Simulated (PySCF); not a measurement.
Mapped SMILES: `[BH2:1][CH2:2][CH3:3]`. Hydrogens are named by the atom that carries them.

PySCF calculation with PBE0/pcSseg-1 with gauge-including orbitals and geometry from PBE0-D3(BJ)/def2-SVP; non-relativistic Hamiltonian, rapidly exchanging positions averaged, one computed conformer, no solvent model.

δ = σ(ref) − σ, references computed at the same level: $^{13}$C (σ = 184.41 ppm), $^{1}$H (σ = 31.27 ppm) vs TMS; $^{11}$B (σ = 100.73 ppm) vs BF3·OEt2.

```
atoms   nucleus  count  δ (ppm)
   C2  $^{13}$C      1     28.7
   C3  $^{13}$C      1        ?
   B1  $^{11}$B      1     92.9
H(C2)   $^{1}$H      2     1.70
H(B1)   $^{1}$H      2     7.78
H(C3)   $^{1}$H      3        ?
```

Complete the table.

## Answers


- C3: 13.4 ppm, methyl carbon; saturated and bonded to C and H only
- H(C3): 1.24 ppm, hydrogen on a methyl carbon

Hydrogens on boron are broadened and split by $^{11}$B (spin 3/2, 80 %) and 10B (spin 3). A carbon bonded to boron is broadened by the quadrupolar boron nucleus and is often missing from a measured spectrum. Shifts are as computed. Against solution values, carbons near 30 ppm lie about +2 ppm off and those near 130 ppm about +5 ppm. Of 1211 compounds with measured shifts, 218 miss one by over three times the rms of a fit or turn the order of signals round; such compounds aren't used in these exercises.
